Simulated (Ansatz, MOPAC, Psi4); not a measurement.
System: dihydrogen, H2, net charge 0, singlet state. SMILES: [H][H]
Geometry: optimised at B3LYP-D3(BJ)/def2-TZVP (Ansatz, a quantum-chemistry and plane-wave program).

Wanted: vertical ionisation energy to the doublet, in eV. Set-up: valence correlation only; no spin-orbit coupling; each state is the SCF solution reached for its charge and spin; open shells spin-unrestricted; non-relativistic; 6-31G* and kin with 6d, 5d where marked. Basis-set limits of correlation are two-point, X^-3; Hartree-Fock from the larger set. First-principles rows: single points at B3LYP-D3(BJ) geometries (Ansatz). Semi-empirical rows: differences of heats of formation at the shared geometry for vertical values.

```tsv
species	coefficient	E at wB97X-D/6-31G* (Psi4), Eh	E at wB97X-V/def2-TZVPD (Ansatz), Eh	heat of formation at PM6 (MOPAC), kcal/mol
charge 1, doublet	+1	-0.56609	-0.56971	325.19
charge 0, singlet	-1	-1.17193	-1.17238	-25.49
```

Coupled cluster (Ansatz) is a level with limits of its own, used here on species with T1 under 0.025 (0.045 for open shells) and stable references: CCSD(T)/CBS(aug-cc-pVTZ,aug-cc-pVQZ). Value to compare with, CCSD(T)/CBS(aug-cc-pVTZ,aug-cc-pVQZ) (Ansatz): 16.43 eV. 1 Eh = 27.2114 eV and 1 eV = 23.0605 kcal/mol.

Question: Work the quantity out at each level, and compare with CCSD(T)/CBS(aug-cc-pVTZ,aug-cc-pVQZ) (Ansatz).

Answer: 
- wB97X-D/6-31G*: the sum of coefficient times E is 0.60584 Eh, or 16.486 eV. Result: 16.49 eV. Its difference against CCSD(T)/CBS(aug-cc-pVTZ,aug-cc-pVQZ) (Ansatz) is 0.06 eV.
- wB97X-V/def2-TZVPD: the sum of coefficient times E is 0.60267 Eh, or 16.399 eV. Result: 16.40 eV. Its difference against CCSD(T)/CBS(aug-cc-pVTZ,aug-cc-pVQZ) (Ansatz) is -0.03 eV.
- PM6: the sum of coefficient times heat of formation is 350.68 kcal/mol, or 15.21 eV. Its difference against CCSD(T)/CBS(aug-cc-pVTZ,aug-cc-pVQZ) (Ansatz) is -1.22 eV.
